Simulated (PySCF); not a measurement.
# CF2O (carbonyl fluoride): the cost of one run

Programs: PySCF 2.14.0, with density-fitted response routines of our own. Each step states its level of theory. These are calculated values for one molecule in the gas phase, unless marked as measured. Atoms are numbered from 0 throughout.

## Step 1: Starting geometry

4 atoms, charge 0, multiplicity 1; geometry from: GFN2-xTB. The atoms were then displaced at random by about 0.01 Å, so the start is not that level's minimum.

Bonds of the start (Å): O0–C1 1.14, C1–F2 1.30, C1–F3 1.30.

## Step 2: Geometry optimisation at PBE0-D3(BJ)/def2-SVP

Job settings and geometry (Å):

```
{"job": {"xc": "PBE0", "basis": "def2-SVP", "d3": "d3bj", "grid": 1, "shake": 0.01, "kind": "geom"}, "charge": 0, "multiplicity": 1}
O     -0.297320     1.095510     0.808820
C     -0.029650     0.088920     0.354700
F      0.994090    -0.645770     0.683420
F     -0.629120    -0.564030    -0.590390
```

Started as:

```bash
$ OMP_NUM_THREADS=1 python probes_run.py task.json out
```

One launch serves the whole session: the jobs run in the order shown.

Q: Estimate the wall time and peak memory of this first job on 1 thread of AMD EPYC 9R14, shared host.

About 3.6 s, with a peak of 0.27 GiB.
